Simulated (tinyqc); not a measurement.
Pariser-Parr-Pople SCF with singles CI, for the molecule c1ccccc1 (SMILES; centres numbered as the heavy atoms are written), step by step. Computed by tinyqc, a small Python program that keeps every step. Settings: charge = 0, gamma = MN, start = core, damping = 0.5, iteration cap = 73, excitations kept = 6. Command: `OMP_NUM_THREADS=1 python tinyqc.py 23205 23206 out.jsonl` (the two numbers bound the seeds that draw the settings). One thread of a shared host (Intel(R) Xeon(R) Processor @ 2.60GHz), about 0.02 s of CPU time with the checks. Later iterations appear only in the table of the cycle.

## PPP integrals

Centres (angstrom, eV; a flat drawing with bonds scaled to 1.40 angstrom):
```
centre          x          y  core charge z          W   gamma_rr
1C       1.400000   0.000000              1  11.160000  11.130000
2C       0.700000   1.212000              1  11.160000  11.130000
3C      -0.700000   1.212000              1  11.160000  11.130000
4C      -1.400000   0.000000              1  11.160000  11.130000
5C      -0.700000  -1.212000              1  11.160000  11.130000
6C       0.700000  -1.212000              1  11.160000  11.130000
```

Resonance integrals (eV):
```
i  j       beta
1  2  -2.390000
2  3  -2.390000
3  4  -2.390000
4  5  -2.390000
5  6  -2.390000
6  1  -2.390000
```

Mataga-Nishimoto: gamma = 14.399645/(R + a), a = 2 x 14.399645/(gamma_rr + gamma_ss); H_rr = -W_r - sum_(s != r) z_s gamma_rs; H_rs = beta for bonds.

repulsion gamma_rs (eV), order 1C, 2C, 3C, 4C, 5C, 6C:
```
[[11.130000, 5.346287, 3.872515, 3.517455, 3.872515, 5.346287],
 [5.346287, 11.130000, 5.345539, 3.872515, 3.518103, 3.873196],
 [3.872515, 5.345539, 11.130000, 5.346287, 3.873196, 3.518103],
 [3.517455, 3.872515, 5.346287, 11.130000, 5.346287, 3.872515],
 [3.872515, 3.518103, 3.873196, 5.346287, 11.130000, 5.345539],
 [5.346287, 3.873196, 3.518103, 3.872515, 5.345539, 11.130000]]
```

core matrix H (eV), order 1C, 2C, 3C, 4C, 5C, 6C:
```
[[-33.115059, -2.390000, 0.000000, 0.000000, 0.000000, -2.390000],
 [-2.390000, -33.115640, -2.390000, 0.000000, 0.000000, 0.000000],
 [0.000000, -2.390000, -33.115640, -2.390000, 0.000000, 0.000000],
 [0.000000, 0.000000, -2.390000, -33.115059, -2.390000, 0.000000],
 [0.000000, 0.000000, 0.000000, -2.390000, -33.115640, -2.390000],
 [-2.390000, 0.000000, 0.000000, 0.000000, -2.390000, -33.115640]]
```

## Starting guess

pi electrons, sum of z_r less the charge = 6

Orbitals of the core matrix H.

P at the start, order 1C, 2C, 3C, 4C, 5C, 6C:
```
[[0.999928, 0.666667, -0.000018, -0.333333, -0.000018, 0.666667],
 [0.666667, 1.000036, 0.666667, -0.000018, -0.333333, 0.000036],
 [-0.000018, 0.666667, 1.000036, 0.666667, 0.000036, -0.333333],
 [-0.333333, -0.000018, 0.666667, 0.999928, 0.666667, -0.000018],
 [-0.000018, -0.333333, 0.000036, 0.666667, 1.000036, 0.666667],
 [0.666667, 0.000036, -0.333333, -0.000018, 0.666667, 1.000036]]
```

## Iteration 1: Fock matrix

F_rr = H_rr + P_rr gamma_rr / 2 + sum_(s != r) P_ss gamma_rs; F_rs = H_rs - P_rs gamma_rs / 2; E = tr P (H + F) / 2 + core repulsion sum_(r<s) z_r z_s gamma_rs.

F (eV), order 1C, 2C, 3C, 4C, 5C, 6C:
```
[[-5.594990, -4.172096, 0.000035, 0.586242, 0.000035, -4.172096],
 [-4.172096, -5.595005, -4.171846, 0.000035, 0.586350, -0.000070],
 [0.000035, -4.171846, -5.595005, -4.172096, -0.000070, 0.586350],
 [0.586242, 0.000035, -4.172096, -5.594990, -4.172096, 0.000035],
 [0.000035, 0.586350, -0.000070, -4.172096, -5.595005, -4.171846],
 [-4.172096, -0.000070, 0.586350, 0.000035, -4.171846, -5.595005]]
```

pi energy = -77.099365 eV

## Iteration 1: orbitals and new P

Diagonalise F (the basis is taken as orthonormal) and form P = 2 sum c c over the lowest orbitals; 0.5 of the old P is kept.

orbital energies (eV): [-13.352711, -10.353522, -10.353132, -0.836738, -0.836607, 2.162711]

P after iteration 1, order 1C, 2C, 3C, 4C, 5C, 6C:
```
[[0.999960, 0.666670, -0.000010, -0.333321, -0.000010, 0.666670],
 [0.666670, 1.000020, 0.666660, -0.000010, -0.333340, 0.000020],
 [-0.000010, 0.666660, 1.000020, 0.666670, 0.000020, -0.333340],
 [-0.333321, -0.000010, 0.666670, 0.999960, 0.666670, -0.000010],
 [-0.000010, -0.333340, 0.000020, 0.666670, 1.000020, 0.666660],
 [0.666670, 0.000020, -0.333340, -0.000010, 0.666660, 1.000020]]
```

## Iteration 2: Fock matrix

As before.

F (eV), order 1C, 2C, 3C, 4C, 5C, 6C:
```
[[-5.594995, -4.172104, 0.000019, 0.586220, 0.000019, -4.172104],
 [-4.172104, -5.595003, -4.171829, 0.000019, 0.586362, -0.000039],
 [0.000019, -4.171829, -5.595003, -4.172104, -0.000039, 0.586362],
 [0.586220, 0.000019, -4.172104, -5.594995, -4.172104, 0.000019],
 [0.000019, 0.586362, -0.000039, -4.172104, -5.595003, -4.171829],
 [-4.172104, -0.000039, 0.586362, 0.000019, -4.171829, -5.595003]]
```

pi energy = -77.099365 eV

## Iteration 2: orbitals and new P

As before.

orbital energies (eV): [-13.352711, -10.353499, -10.353155, -0.836773, -0.836573, 2.162711]

P after iteration 2, order 1C, 2C, 3C, 4C, 5C, 6C:
```
[[0.999978, 0.666672, -0.000006, -0.333312, -0.000006, 0.666672],
 [0.666672, 1.000011, 0.666656, -0.000006, -0.333344, 0.000011],
 [-0.000006, 0.666656, 1.000011, 0.666672, 0.000011, -0.333344],
 [-0.333312, -0.000006, 0.666672, 0.999978, 0.666672, -0.000006],
 [-0.000006, -0.333344, 0.000011, 0.666672, 1.000011, 0.666656],
 [0.666672, 0.000011, -0.333344, -0.000006, 0.666656, 1.000011]]
```

## Convergence

Stop when output and input P, before any damping, agree to 1e-7.

Course of the cycle:
```
iteration        E (eV)  largest |P(out) - P(in)|
1          -77.09936499                  6.35e-05
2          -77.09936502                  3.55e-05
3          -77.09936504                  1.98e-05
4          -77.09936505                  1.11e-05
5          -77.09936506                  6.19e-06
6          -77.09936506                  3.46e-06
7          -77.09936506                  2.19e-06
8          -77.09936506                  1.46e-06
9          -77.09936506                  9.70e-07
10         -77.09936506                  6.45e-07
11         -77.09936506                  4.29e-07
12         -77.09936506                  2.85e-07
13         -77.09936506                  1.89e-07
14         -77.09936506                  1.26e-07
15         -77.09936506                  8.38e-08
```

Converged in 15 iterations.

## Converged orbitals

Charges are z - P_rr.

orbital energies (eV): [-13.352711, -10.353475, -10.353179, -0.836820, -0.836525, 2.162711]

coefficients, order 1C, 2C, 3C, 4C, 5C, 6C:
```
[[0.408260, 0.577342, 0.000000, 0.000000, 0.577342, 0.408260],
 [0.408242, 0.288683, 0.500000, 0.500000, -0.288683, -0.408242],
 [0.408242, -0.288683, 0.500000, -0.500000, -0.288683, 0.408242],
 [0.408260, -0.577342, 0.000000, 0.000000, 0.577342, -0.408260],
 [0.408242, -0.288683, -0.500000, 0.500000, -0.288683, 0.408242],
 [0.408242, 0.288683, -0.500000, -0.500000, -0.288683, -0.408242]]
```

pi charges: [0.000000, 0.000000, 0.000000, 0.000000, 0.000000, 0.000000]

Within a degenerate level the vectors are fixed only up to a rotation; this is one choice.

## Singles CI, singlets

Over the 6 single excitations with the smallest orbital gaps: A = (e_a - e_i) delta + 2 (ia|jb) - (ij|ab), with (pq|rs) = sum c_mp c_mq gamma_mn c_nr c_ns. f = 2/3 w |mu|^2 in atomic units, mu = sqrt2 sum c_ia sum_m c_mi c_ma R_m.

singlet CI matrix (eV), order 3>4, 3>5, 2>4, 2>5, 3>6, 1>4:
```
[[6.619427, 0.000000, 0.000000, 0.411643, 0.000000, 0.000000],
 [0.000000, 5.968917, -1.061653, 0.000000, 0.000000, 0.000000],
 [0.000000, -1.061653, 5.968917, 0.000000, 0.000000, 0.000000],
 [0.411643, 0.000000, 0.000000, 6.619678, 0.000000, 0.000000],
 [0.000000, 0.000000, 0.000000, 0.000000, 8.811381, -0.295741],
 [0.000000, 0.000000, 0.000000, 0.000000, -0.295741, 8.811381]]
```

singlet excitation energies (eV): [4.907264, 6.207909, 7.030570, 7.031196, 8.515640, 9.107122]

oscillator strengths: [0.000000, 0.000000, 1.204801, 1.205637, 0.000000, 0.000000]

## Singles CI, triplets

Over the 6 single excitations with the smallest orbital gaps: A = (e_a - e_i) delta - (ij|ab), with (pq|rs) = sum c_mp c_mq gamma_mn c_nr c_ns.

triplet CI matrix (eV), order 3>4, 3>5, 2>4, 2>5, 3>6, 1>4:
```
[[3.549650, 0.000000, 0.000000, 0.452473, 0.000000, 0.000000],
 [0.000000, 4.454791, 0.452473, 0.000000, 0.000000, 0.000000],
 [0.000000, 0.452473, 4.454791, 0.000000, 0.000000, 0.000000],
 [0.452473, 0.000000, 0.000000, 3.550420, 0.000000, 0.000000],
 [0.000000, 0.000000, 0.000000, 0.000000, 7.001643, 1.513997],
 [0.000000, 0.000000, 0.000000, 0.000000, 1.513997, 7.001643]]
```

triplet excitation energies (eV): [3.097562, 4.002318, 4.002508, 4.907264, 5.487646, 8.515640]
